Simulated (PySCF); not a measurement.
**Bonding in `NC(=O)/C=C/Cl`**

C3H4ClNO.
Atom-mapped SMILES: `[NH2:1][C:2](=[O:3])/[CH:4]=[CH:5]/[Cl:6]` (hydrogens: H7, H8 on N1; H9 on C4; H10 on C5)

Geometry (PBE0-D3(BJ)/def2-SVP, Å), atoms numbered from 1 in this order:
```
atom  x, y, z in Å
N1    -1.732    0.479    0.312
C2    -0.542    0.001   -0.139
O3    -0.425   -0.564   -1.210
C4     0.605    0.226    0.786
C5     1.810   -0.211    0.415
Cl6    3.225   -0.026    1.361
H7    -2.546    0.358   -0.274
H8    -1.829    0.949    1.200
H9     0.463    0.738    1.741
H10    1.947   -0.721   -0.542
```

Bond orders from the PBE0/pcSseg-1 density (PySCF). The structure is a single PBE0-D3(BJ)/def2-SVP conformer in the gas phase; no vibrational or solvent corrections.

(1) How far do the computed orders between heavy atoms stray from the drawn ones?

(2) Give the Mayer order of every bond, beside its length.

Answers

(1) The largest departure is 0.189, at C4–C5 (drawn double, 1.811) and N1–C2 (drawn single, 1.188). Drawn single, order above 1.12: N1–C2 (1.188).

(2) 
```
  bond  drawn as  length (Å)  Mayer order
 N1–C2    single       1.359        1.188
 C2–O3    double       1.216        1.931
 C2–C4    single       1.491        0.943
 C4–C5    double       1.334        1.811
C5–Cl6    single       1.712        1.052
 N1–H7    single       1.011        0.925
 N1–H8    single       1.009        0.935
 C4–H9    single       1.093        0.945
C5–H10    single       1.094        0.912
```

Bonds between the same two heavy elements. C–C: lowest C2–C4 (0.943, 1.491 Å), highest C4–C5 (1.811, 1.334 Å).

Question: Sum the orders of all bonds at each heavy atom with more than one neighbour and set the sums beside the valence in the SMILES.

Answer: N1 3.048 (drawn 3), C2 4.062 (drawn 4), C4 3.699 (drawn 4), C5 3.775 (drawn 4). Orders between atoms that aren't bonded are not in these sums.

The Mayer order sums products of elements of PS (density times overlap matrix) between the two atoms' basis functions, so it depends on the basis set.
